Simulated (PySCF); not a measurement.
Molecule: `InChI=1S/C4H4O2/c5-4-2-1-3-6-4/h1-3,5H`.

Geometry (Å), atoms numbered from 1 in this order:
```xyz
10

O     1.9442   -0.4429   -0.5084
C     0.6645   -0.2793   -0.1825
C    -0.1038    0.8409   -0.0643
C    -1.4010    0.3598    0.3178
C    -1.3122   -0.9931    0.3984
O    -0.0393   -1.3877    0.0889
H     2.1484   -1.3856   -0.4806
H     0.2178    1.8649   -0.2285
H    -2.2899    0.9578    0.5084
H    -2.0091   -1.7871    0.6474
```

Spin–spin couplings on one PBE0-D3(BJ)/def2-SVP geometry, PySCF 2.14.0 with density-fitted response routines, gas phase, non-relativistic, equivalent pairs averaged (without the spin–dipole term); isotopes $^{13}$C, $^{1}$H, $^{17}$O; basis pcJ-1.

Q: How do the couplings (Hz) change with the functional? Times are CPU seconds on 1 thread of an Arm Neoverse V1, shared host.

A: 
```
functional  functions  $^{1}J$(C5,H10)  $^{1}J$(C3,H8)  $^{1}J$(C4,H9)  $^{1}J$(C2,C3)  $^{1}J$(O1,H7)  $^{1}J$(C4,C5)  $^{1}J$(C3,C4)  core-s
       LDA        202            171.5           148.6           143.8            77.2           -68.5            56.2            42.3      13
       PBE        202            199.9           174.0           168.6            89.3           -70.1            68.2            52.7      20
       KT2        202            217.6           188.3           181.7            77.0           -69.8            56.8            44.2      20
     B3LYP        202            217.1           188.8           182.8            97.3           -81.7            76.4            59.5      14
      PBE0        202            206.5           179.4           174.0            94.5           -78.4            73.7            57.3      25
     B97-2        202            198.3           171.8           166.6            92.8           -77.9            72.9            56.8      29
 BHandHLYP        202            232.9           201.6           195.9           108.5           -94.1            88.7            69.4      19
 CAM-B3LYP        202            214.7           186.0           180.3            96.3           -83.3            75.4            58.7      24
``` Left out for a near triplet instability: HF/pcJ-1.
